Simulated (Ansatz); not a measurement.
Input file:

```yaml
crystal:
  periodic: [false, false, false]
  atoms:
    - {symbol: C, position_ang: [-0.033671, -0.054388, 2.452993]}
    - {symbol: N, position_ang: [-0.034504, 0.059600, 1.273140]}
    - {symbol: Ge, position_ang: [0.013460, -0.023282, -0.640105]}
    - {symbol: H, position_ang: [-0.089317, 1.497718, -0.791107]}
basis:
  gaussian: {orbitals: STO-3G}
magnetization: {spin_polarized: true, initial_magnetization: 0}
correlation: {method: ccsd_t, electrons: all, diis_vectors: 4}
scf: {lower_state_search: off}
```

```sh
$ ansatz run in.yaml --threads 1 --pin off --events-out ev --progress --plain --max-ram 2393MiB
```

The program prints:

```
these checks for a lower state are left out or cut short: stability, starts, cluster_reference, orbital_swaps, neighbouring_geometries, increment
327 factors; integrals over basis functions are off by at most 3.7e-5 eV
mean field evaluation 1: about -58324.5669 eV, gradient 6.3e0 eV
mean field evaluation 2: about -58324.5865 eV, gradient 6.2e0 eV
mean field evaluation 4: about -58324.9673 eV, gradient 1.4e0 eV
mean field evaluation 8: about -58324.9809 eV, gradient 1.8e-6 eV
mean field -58324.98092601 eV, -2143.4035149388 hartree, gradient 6.2e-6 eV, S^2 0.000000; 0 other end points of the search recorded, 0 dependent functions left out
reference -58324.98092601 eV, -2143.4035149388 hartree; 23, 23 occupied and 6, 6 virtual orbitals, 327 factors
second order -4.42435353 eV of doubles, -0.00000000 eV of singles
cycle   1  -4.45087384 eV  change   -2.7e-2 eV  update   1.1e-1
cycle   2  -4.74578643 eV  change   -2.9e-1 eV  update   3.5e-2
cycle   3  -4.85629801 eV  change   -1.1e-1 eV  update   1.7e-2
cycle   4  -4.86197393 eV  change   -5.7e-3 eV  update   3.8e-3
cycle   5  -4.86205973 eV  change   -8.6e-5 eV  update   1.2e-3
cycle   6  -4.86177963 eV  change    2.8e-4 eV  update   5.4e-4
cycle   7  -4.86165574 eV  change    1.2e-4 eV  update   2.5e-4
cycle   8  -4.86166394 eV  change   -8.2e-6 eV  update   1.0e-4
cycle   9  -4.86165527 eV  change    8.7e-6 eV  update   3.7e-5
perturbative correction -0.17871793 eV, -0.0065677627 hartree
Total energy: -58330.02129921 eV, -2143.5887452375 hartree
Checks for a lower state left out: stability, starts, cluster_reference, orbital_swaps, neighbouring_geometries, increment
```

Ran on 1 thread of Arm Neoverse V2, shared host: 0.88 s wall, 0.1 GiB peak host memory.
